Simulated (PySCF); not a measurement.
# Solvent effects on NMR parameters

Geometry:
```
atom   x (Å)   y (Å)   z (Å)
  C1  -0.473   0.011  -0.059
  C2   0.970  -0.070   0.083
  N3   2.120  -0.135   0.196
  H4  -0.844  -0.830  -0.663
  H5  -0.956  -0.025   0.928
  H6  -0.755   0.951  -0.554
```

GIAO PBE0/pcSseg-1 in PySCF 2.14.0 with density-fitted response routines on one PBE0-D3(BJ)/def2-SVP conformer, non-relativistic, equivalent nuclei averaged. Solvents enter as an IEF-PCM continuum (chloroform with ε = 4.7, acetone with ε = 20.5, water with ε = 78.4) around the gas-phase geometry. Shifts are referred to TMS computed in the same medium.

Gas phase, δ in ppm: C2 120.3, C1 1.5, H4/H5/H6 1.80. Dipole moment 3.98 D.

Question: How does each δ change in the continuum?

Answer: 
```tsv
atoms	environment	Δδ, chloroform	Δδ, acetone	Δδ, water
C2	nitrile carbon	+6.7	+8.9	+9.5
C1	methyl carbon α to a nitrile	+0.3	+0.5	+0.5
H4/H5/H6	hydrogen on a methyl carbon α to a nitrile	+0.26	+0.35	+0.37
```

Changes are relative to the gas phase. The dipole moment becomes 4.78 D in chloroform, 5.03 D in acetone, 5.10 D in water.

Question: Which nuclei move most (in ppm), and what does the model miss?

Answer: C2 (nitrile carbon, +9.5 ppm) in water. A continuum only polarises the solute; specific hydrogen bonds, the anisotropy of aromatic solvents and changes of geometry or conformer are outside it.

Measured shifts for comparison: H4/H5/H6: 1.95 (THF-d8), 1.97 (CD2Cl2), 2.10 (CDCl3), 0.69 (toluene-d8), 0.58 (C6D6); C2: 116.8 (THF-d8), 116.9 (CD2Cl2), 116.4 (CDCl3), 115.8 (toluene-d8), 116.0 (C6D6); C1: 0.5 (THF-d8), 2.0 (CD2Cl2), 1.9 (CDCl3), 0.0 (toluene-d8), 0.2 (C6D6). Source: Fulmer et al., Organometallics 2010, 29, 2176.
